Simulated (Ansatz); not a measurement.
# AlNH₆: ionisation energy by level of theory

An exercise on one series of results from a longer session: the logs are not shown, and one member is left open.

Computed with Ansatz 0.2.0, Gaussian basis. Level: unrestricted cation, the program's frozen cores in correlated methods.

The runs, in order: UKS PBE-D4/def2-TZVPP; UKS r2SCAN-D4/def2-TZVPP; UKS PBE0-D4/def2-TZVPP; UKS B3LYP-D4/def2-TZVPP; UKS wB97X-V/def2-TZVPP; UKS wB97M-V/def2-TZVPP; UKS B2PLYP/def2-TZVPP; UHF-CCSD(T)/def2-TZVPP; UHF-MP2/def2-QZVPP; extrapolation to the limit; then −ε(HOMO) from the neutral's earlier runs with LDA (SPW92), PBE-D4, revPBE-D4, BLYP-D4, r2SCAN-D4, B97M-V, PBE0-D4, B3LYP-D4, r2SCANh-D4, r2SCAN0-D4, HSE06-D4, BHLYP-D4, CAM-B3LYP-D4, LC-ωPBE, ωB97X-V, ωB97M-V.

1 further run of the same task is left out (it didn't finish).

## Structure used throughout

The geometry comes from an earlier relaxation with PBE0-D4 in a triple-zeta def2 set; it is a stationary point, not always the lowest conformer.

SMILES `[NH3+][AlH3-]`, 8 atoms, charge 0, spin multiplicity 1.

Atoms are counted from 1 here; the program's logs count them from 0.

Bond lengths: N1–Al2 2.061 Å, N1–H3 1.015 Å, N1–H4 1.015 Å, N1–H5 1.015 Å, Al2–H6 1.603 Å, Al2–H7 1.603 Å, Al2–H8 1.603 Å. Angles: Al2–N1–H3 111.0°, Al2–N1–H4 111.0°, Al2–N1–H5 111.0°, H3–N1–H4 107.9°, H3–N1–H5 107.9°, H4–N1–H5 107.9°, N1–Al2–H6 99.3°, N1–Al2–H7 99.3°, N1–Al2–H8 99.3°, H6–Al2–H7 117.5°, H6–Al2–H8 117.5°, H7–Al2–H8 117.5°.

As a file:

```xyz
8

N    -0.28527   -0.09811   -0.94774
Al    0.33217    0.09113    1.00933
H     0.20855    0.55278   -1.54971
H    -1.27889    0.08868   -1.03554
H    -0.11264   -1.03598   -1.29485
H    -0.06105    1.62554    1.25657
H     1.88694   -0.25296    0.82369
H    -0.59750   -1.02808    1.68255
```

Set-up of the first run:

File in.yaml:

```yaml
crystal:
  periodic: [false, false, false]
  atoms:
    - {symbol: N, position_ang: [-0.285272, -0.098112, -0.947738]}
    - {symbol: Al, position_ang: [0.332173, 0.091131, 1.009333]}
    - {symbol: H, position_ang: [0.208550, 0.552775, -1.549715]}
    - {symbol: H, position_ang: [-1.278895, 0.088685, -1.035543]}
    - {symbol: H, position_ang: [-0.112639, -1.035982, -1.294849]}
    - {symbol: H, position_ang: [-0.061051, 1.625538, 1.256569]}
    - {symbol: H, position_ang: [1.886935, -0.252956, 0.823690]}
    - {symbol: H, position_ang: [-0.597501, -1.028079, 1.682553]}
basis:
  gaussian: {orbitals: def2-TZVPP}
total_charge: 1
magnetization: {spin_polarized: true, initial_magnetization: 1}
hamiltonian: {xc: pbe, dispersion: d4}
```

Among the steps run: Cation, UKS PBE-D4/def2-TZVPP; Cation, UKS r2SCAN-D4/def2-TZVPP; Cation, UKS PBE0-D4/def2-TZVPP; Cation, UKS B3LYP-D4/def2-TZVPP; Cation, UKS wB97X-V/def2-TZVPP; Cation, UKS wB97M-V/def2-TZVPP; Cation, UKS B2PLYP (frozen core)/def2-TZVPP; Cation, UHF-CCSD(T)/def2-TZVPP; Cation, UHF-MP2/def2-QZVPP.

One table of the session follows, with a row left open; its other results are not shown here.

It belongs to the step «Ionisation energies side by side». For comparison, −ε(HOMO) of the neutral from earlier runs:

| functional | −ε(HOMO) (eV) |
| --- | --- |
| LDA (SPW92) | 6.18 |
| PBE-D4 | 6.15 |
| revPBE-D4 | ? |
| BLYP-D4 | 6.07 |
| r2SCAN-D4 | 6.46 |
| B97M-V | 6.58 |
| PBE0-D4 | 7.42 |
| B3LYP-D4 | 7.23 |
| r2SCANh-D4 | 6.92 |
| r2SCAN0-D4 | 7.62 |
| HSE06-D4 | 7.01 |
| BHLYP-D4 | 8.63 |
| CAM-B3LYP-D4 | 8.84 |
| LC-ωPBE | 10.24 |
| ωB97X-V | 9.89 |
| ωB97M-V | 9.67 |

Estimate the missing values for revPBE-D4.

**Answer.** −ε(HOMO) (eV): 6.13. In the column «−ε(HOMO) (eV)» it lies between BLYP-D4 (6.07) and PBE-D4 (6.15).
